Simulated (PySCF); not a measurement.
From results back to the method.

CH₈BN.
SMILES: `C[BH2-][NH3+]`

The closed-shell ground state was solved 5 times with PySCF (density fitting, gas phase), always in the pcJ-1 basis (161 functions), with these functionals: BHandHLYP, CAM-B3LYP, HF, LDA and PBE0. Geometry: PBE0-D3(BJ)/def2-SVP; no solvent, vibrations or thermal averaging.

```csv
row,total energy (Eh),HOMO (eV),LUMO (eV),dipole (D)
P,-121.3812,-6.01,-0.69,5.27
Q,-122.3872,-7.34,0.33,5.31
R,-122.4738,-8.81,1.14,5.34
S,-122.4637,-8.68,1.00,5.35
T,-121.6654,-10.71,3.25,5.42
```

Problem. Which functional belongs to which row?

Solution. P = LDA, Q = PBE0, R = CAM-B3LYP, S = BHandHLYP, T = HF. By rising HOMO–LUMO gap: LDA (LDA) 5.32 eV; PBE0 (global hybrid, 25 % exact exchange) 7.67 eV; BHandHLYP (global hybrid, 50 % exact exchange) 9.68 eV; CAM-B3LYP (range-separated hybrid) 9.95 eV; HF (all exact exchange) 13.96 eV. Total energies of different functionals aren't bounds to one another; each is stationary for its own functional.
